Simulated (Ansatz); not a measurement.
Results of PBE (Ansatz, a first-principles code, plane waves, PAW) for 1T (CdI2-type) PtSe₂.

Settings: plane-wave cutoff 500 eV, 12×12×8 k mesh (along the axes of the cell as run), Fermi–Dirac smearing 0.05 eV, scalar-relativistic PAW data made under PBE.

Computed at the level's own relaxed cell.

Question: Predict the equilibrium volume per atom, lattice constant a and c axis length.

Answer: 
- equilibrium volume per atom: 26.29 Å³/atom
- lattice constant a: 3.752 Å
- c axis length: 6.471 Å

Measured, for comparison: lattice constant a 3.727 Å (temperature not stated, no zero-point or thermal correction; as tabulated in Björkman (2014), arXiv:1406.2436); lattice parameter c 5.074 Å (temperature not stated, zero-point anharmonic expansion removed (computed with revB86b-DF2); no thermal correction; as tabulated in Björkman (2014), arXiv:1406.2436). Computed (rounded) less measured: lattice constant a +0.7 %, lattice parameter c +27.5 %.

Note: the cell comes from a level without a dispersion term, which matters for the spacing of layers, chains or molecules; the cell has widely spaced layers and the level no dispersion term, so their spacing and the moduli can rest on weak binding.

Spin–orbit coupling is not included.

Static lattice: no zero-point or thermal effects.

The result took very roughly 8 core-minutes.
